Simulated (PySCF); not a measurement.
A GIAO shielding run with PySCF 2.14.0 with density-fitted response routines (density fitting, non-relativistic, gas phase) on `O=C(F)C1CC1`, C$_{4}$H$_{5}$FO:

```
$ OMP_NUM_THREADS=1 python probes_run.py task.json out

{"job": {"kind": "nmr", "xc": "WP04", "basis": "pcSseg-2", "pop": false}, "charge": 0, "multiplicity": 1}
O      1.830482     0.078783    -1.184895
C      1.331403     0.706452    -0.310229
F      1.949369     1.780414     0.200107
C      0.037131     0.460127     0.351331
C     -0.374881    -0.986312     0.521400
C     -1.055172    -0.153685    -0.496643
H     -0.237619     1.176066     1.127540
H     -0.903960    -1.235531     1.443977
H      0.340629    -1.735145     0.173060
H     -2.073824     0.193166    -0.308841
H     -0.802752    -0.327397    -1.545602
```

Hardware: 1 thread of an Arm Neoverse V1, shared host. The job also computes ring-centre shieldings.

(1) How large is the calculation?

(2) How long does it take, and how much memory does it need?

(3) And these other runs on the same molecule and hardware: GIAO shielding at B97-2/pcSseg-2; GIAO shielding at BHandHLYP/pcSseg-2; GIAO shielding at CAM-B3LYP/pcSseg-2; GIAO shielding at LC-wPBE/pcSseg-2; GIAO shielding at wB97X-D/pcSseg-2?

## Answers

(1) 46 electrons, 286 basis functions and 748 auxiliary functions.

(2) 49 s of wall time, with 15 SCF cycles and 4 response iterations; peak memory 1.1 GiB. Times on a shared host scatter by some tens of per cent.

(3) B97-2/pcSseg-2: 286 functions, 43 s; BHandHLYP/pcSseg-2: 286 functions, 33 s; CAM-B3LYP/pcSseg-2: 286 functions, 48 s; LC-wPBE/pcSseg-2: 286 functions, 67 s; wB97X-D/pcSseg-2: 286 functions, 46 s.
